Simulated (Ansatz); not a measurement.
The cluster Li3H6⁻, relaxed as a singlet with RKS PBE-D4/def2-TZVPD in Ansatz, starting from the GFN2-xTB geometry. Force threshold 0.02 eV/Å.

In the singlet, H6 and H9 lie 0.77 Å apart (atoms count from 1), so H2 has formed as a molecule. The structure comes from a short search, and lower isomers may exist.

Start:

| atom | x (Å) | y (Å) | z (Å) |
| --- | --- | --- | --- |
| Li1 | -1.416 | 0.425 | -0.309 |
| Li2 | 1.252 | 0.067 | -0.697 |
| Li3 | 0.294 | -1.792 | 0.495 |
| H4 | -2.762 | 0.930 | -0.667 |
| H5 | 2.550 | -0.686 | -0.597 |
| H6 | 0.067 | 1.767 | 0.764 |
| H7 | -0.284 | -0.358 | -1.423 |
| H8 | 0.107 | -1.363 | 1.886 |
| H9 | 0.191 | 1.010 | 0.549 |

```
         step  energy (eV)  largest force component (eV/Å)  SCF passes
            1    -707.2835                           1.512          25
            2    -707.8908                           0.666          25
            3    -708.2050                           0.482          24
            4    -708.3971                           0.320          25
            5    -708.5046                           0.655          24
            6    -708.6050                           0.445          26
            7    -708.6989                           0.130          26
            8    -708.7346                           0.175          25
            9    -708.7481                           0.071          26
           10    -708.7511                           0.088          27
           11    -708.7536                           0.043          27
13 (rejected)    -708.7204                           1.099          24
           15    -708.7753                           0.376          25
           17    -708.7999                           0.869          24
           19    -708.8536                           0.094          26
           21    -708.9010                           0.347          26
           23    -708.9454                           0.405          25
           25    -708.9929                           0.424          25
           27    -709.1410                           0.506          25
           29    -709.2073                           0.786          26
           31    -709.2562                           0.065          24
           33    -709.2610                           0.026          25
           34    -709.2613                           0.018          26
```

Force components are those of the run's own axes.

End:

```xyz
9

Li   -1.492   -0.769    0.137
Li    0.556    0.527    0.072
Li    0.613   -1.866   -0.042
H    -1.100    0.875    0.817
H     1.829   -0.672    0.592
H     0.066    2.399   -0.298
H    -0.191   -0.605   -1.203
H    -0.988   -2.459    0.609
H     0.707    2.568   -0.685
```

Bonds formed: Li1–H8, Li2–H4, Li3–H5, Li3–H7 (atoms count from 1).

No frequencies were taken in this run, so the end may be a saddle point.

Hardware: 4 threads of Arm Neoverse V2 on a shared host. Wall time 20 s.
